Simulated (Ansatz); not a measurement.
# AlH4N: the cost of one run

Program: Ansatz 0.2.0. Level of theory: RKS PBE-D4/def2-mTZVP. These are calculated values, not measurements.

**1. The structure to begin with**

Bond lengths: N1–Al2 1.949 Å, N1–H3 0.966 Å, N1–H4 1.014 Å, Al2–H5 1.610 Å, Al2–H6 1.606 Å. Angles: N1–Al2–H5 119.7°, N1–Al2–H6 120.4°, H5–Al2–H6 119.9°, Al2–N1–H3 107.2°, Al2–N1–H4 104.2°, H3–N1–H4 110.4°.

Coordinates:

```xyz
6

N    -0.2053   -1.1553   -0.0852
Al   -0.0833    0.7894   -0.1257
H     0.6225   -1.5004   -0.4444
H    -0.2838   -1.3792    0.9003
H     0.1724    1.5433   -1.5255
H    -0.1804    1.6383    1.2343
```

**2. End point A**

Input file input.yaml:

```yaml
crystal:
  periodic: [false, false, false]
  atoms:
    - { symbol: "N", position_ang: [-0.2053, -1.1553, -0.0852] }
    - { symbol: Al, position_ang: [-0.0833, 0.7894, -0.1257] }
    - { symbol: H, position_ang: [0.6225, -1.5004, -0.4444] }
    - { symbol: H, position_ang: [-0.2838, -1.3792, 0.9003] }
    - { symbol: H, position_ang: [0.1724, 1.5433, -1.5255] }
    - { symbol: H, position_ang: [-0.1804, 1.6383, 1.2343] }
basis:
  gaussian: { orbitals: def2-mTZVP }
hamiltonian:
  xc: pbe
  dispersion: d4
relax:
  f_tol: 0.015
  max_steps: 40
output:
  orbitals: {}
```

Started as:

```bash
> ansatz run input.yaml --threads 1 --pin off --max-ram 2048MiB --backend cpu --events-out ev --progress --plain --runs-dir out
```

Q: Estimate wall time and peak memory on 1 thread of Arm Neoverse V1, shared host.

About 9.7 s, with a peak of 0.1 GiB.
